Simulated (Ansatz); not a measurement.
# AlSiH₃ (triplet): from Hartree-Fock to the top rungs at distance Al1–H4 along a hydrogen transfer = 1.475 Å, cc-pVDZ

One table from this session's results is given with a row withheld; the runs are named, their logs left out.

The runs use Ansatz 0.2.0, Gaussian basis; cc-pVDZ, core rule «outside noble gas», up to 10 orbitals frozen.

The runs, in order: UHF; CCSD(T) on ROHF; CCSD(T) on UHF; BCCD(T) on ROHF; CISD; CCSDT(Q) on ROHF; CCSDT(Q) on UHF; CASSCF and MRCISD+Q, 4 electrons in 4 orbitals; CASSCF and NEVPT2, 4 electrons in 4 orbitals.

15 further runs of the same task are left out: 9 for a known fault of the program, 1 for a mislabelled method, 5 that didn't finish.

### What is computed

The geometry derives from fragments relaxed apart (PBE0/def2-TZVP) and kept rigid, so it is no stationary point. A hydrogen atom is moved between rigid fragments.

5 atoms, charge 0, spin multiplicity 3.

Atoms are counted from 1 here; the program's logs count them from 0.

Bond lengths: Al1–H2 1.586 Å, Al1–H3 1.586 Å, Al1–H4 1.475 Å. Angles: H2–Al1–H3 120.0°, H2–Al1–H4 120.0°, H3–Al1–H4 120.0°.

Set-up of the first run:

File in.yaml:

```yaml
crystal:
  periodic: [false, false, false]
  atoms:
    - {symbol: Al, position_ang: [-1.692174, 0.000000, 0.000000]}
    - {symbol: H, position_ang: [-2.485098, 1.373384, 0.000000]}
    - {symbol: H, position_ang: [-2.485098, -1.373384, 0.000000]}
    - {symbol: H, position_ang: [-0.217174, 0.000000, 0.000000]}
    - {symbol: Si, position_ang: [1.811826, 0.000000, 0.000000]}
basis:
  gaussian: {orbitals: cc-pVDZ}
magnetization: {spin_polarized: true, initial_magnetization: 2}
hamiltonian: {xc: hf}
output: {orbitals: {seedname: orbitals}}
```

Started as:

```console
ansatz run in.yaml --threads 1 --pin off --events-out ev --progress --plain --max-ram 2393MiB
```

Steps of the session up to this table: UHF; CCSD(T) on ROHF; CCSD(T) on UHF; BCCD(T) on ROHF; CISD; CCSDT(Q) on ROHF; CCSDT(Q) on UHF; CASSCF and MRCISD+Q, 4 electrons in 4 orbitals; CASSCF and NEVPT2, 4 electrons in 4 orbitals.

One table of the session follows, with a row left open; its other results are not shown here.

```
       method  from UCCSDT(Q) (kJ/mol)
         ROHF                   +468.3
          UHF                   +456.6
         RMP2                   +120.7
         UMP2                   +121.6
         CISD                    +45.0
        RCCSD                        ?
        UCCSD                    +11.0
     RCCSD(T)                     +2.9
     UCCSD(T)                     +2.9
      BCCD(T)                     +2.9
       RCCSDT                     +0.3
       UCCSDT                     +0.3
    RCCSDT(Q)                      0.0
    UCCSDT(Q)                        0
  CASSCF pair                   +432.1
  MRCISD pair                    +39.4
MRCISD+Q pair                     -2.4
```

**Question.** Estimate the row for RCCSD.

As computed: from UCCSDT(Q) (kJ/mol): +11.2. In the column «from UCCSDT(Q) (kJ/mol)» it lies between UCCSD (+11.0) and MRCISD pair (+39.4).

Not comparable, so not listed: CASSCF and NEVPT2, 4 electrons in 4 orbitals (they don't share determinant, frozen orbitals or solution with the rows shown, or repeat one).

Limits of these values: Restricted and unrestricted rows rest on different reference determinants; where their highest levels disagree by more than a few hundredths of an eV, they describe different states and don't form one ladder. Warnings in the runs' records: passed over end.
